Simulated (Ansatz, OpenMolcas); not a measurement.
How basis sets differ on SiCl2 (SMILES Cl[Si]Cl)

SiCl2: 3 atoms, total charge 0, spin state singlet. SMILES: `Cl[Si]Cl`. The coordinates come from a PBE0-D4/def2-TZVP relaxation.

```csv
atom,x (Å),y (Å),z (Å)
Cl,0.2938,1.6038,0.3380
Si,-0.7701,-0.0104,-0.4220
Cl,0.4763,-1.5934,0.0840
```

Quantity: the HOMO–LUMO gap, in eV. The values are calculated.

```json
{"level": "HF/ANO-RCC-MB (DKH2)", "kind": "Hartree–Fock", "program": "OpenMolcas", "value (eV)": "10.18"}
{"level": "HF/STO-3G", "kind": "Hartree–Fock", "program": "OpenMolcas", "value (eV)": "12.09"}
{"level": "HF/3-21G", "kind": "Hartree–Fock", "program": "Ansatz", "value (eV)": "10.17"}
{"level": "HF/cc-pVDZ", "kind": "Hartree–Fock", "program": "Ansatz", "value (eV)": "10.51"}
{"level": "HF/def2-SVP", "kind": "Hartree–Fock", "program": "Ansatz", "value (eV)": "10.52"}
{"level": "HF/cc-pVTZ", "kind": "Hartree–Fock", "program": "OpenMolcas", "value (eV)": "10.51"}
{"level": "HF/jorge-TZP (sfX2C)", "kind": "Hartree–Fock", "program": "Ansatz", "value (eV)": "10.48"}
```

The values span 10.17 to 12.09 eV. A Hartree–Fock LUMO above zero doesn't converge with the basis: it sinks as sets grow more diffuse. Orbital gaps aren't excitation energies.
